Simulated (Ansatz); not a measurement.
`O=C=C(O)O`, charge 0, multiplicity 1.

(1) Give a relaxed structure at PBE0-D4/def2-TZVP (Ansatz). (Best estimate.)

Answers

(1) Ansatz gave: 
```xyz
7

O    -0.1742    1.8984   -1.5246
C    -0.0912    0.9938   -0.7981
C     0.0028   -0.0307    0.0247
O     1.2147   -0.3831    0.5442
O    -1.1113   -0.7439    0.3609
H     1.5133   -1.1978    0.1211
H    -1.3542   -0.5367    1.2718
```
Point group C2.
